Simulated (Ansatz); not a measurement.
singlet MgO: levels of theory in one basis

```xyz
2

Mg    0.0000    0.0000    0.0000
O     0.0000    0.0000    2.3600
```

Basis set: def2-SVP (spherical functions). Left uncorrelated: 2 orbitals. Charge 0, multiplicity 1.

Computed with Ansatz (development build ahead of 0.2.0); each method stands on the lowest determinant of its kind that the runs found.

```tsv
method	E − E(RHF) (eV)	<S²> of the determinant
RHF	0.00	0.00
UHF	-2.74	1.01
RHF-MP2	-5.73	–
```

Problem. What does UHF-MP2 give on the same scale?

Solution. -7.25 eV.

Problem. Is a single determinant a sound starting point here?

Solution. It is doubtful. Unrestricted orbitals lower Hartree–Fock by 2.74 eV and <S²> is 1.01 where a pure state has 0.00, a sign of strong static correlation.

Caution for RHF, RHF-MP2: an unrestricted determinant lies well below. Caution for UHF, UHF-MP2: the unrestricted determinant is a mixture of spin states. Caution for RHF-MP2, UHF-MP2: bonds are stretched, where a single reference can fail. Caution for RHF-MP2: other determinants can give a lower correlated total.
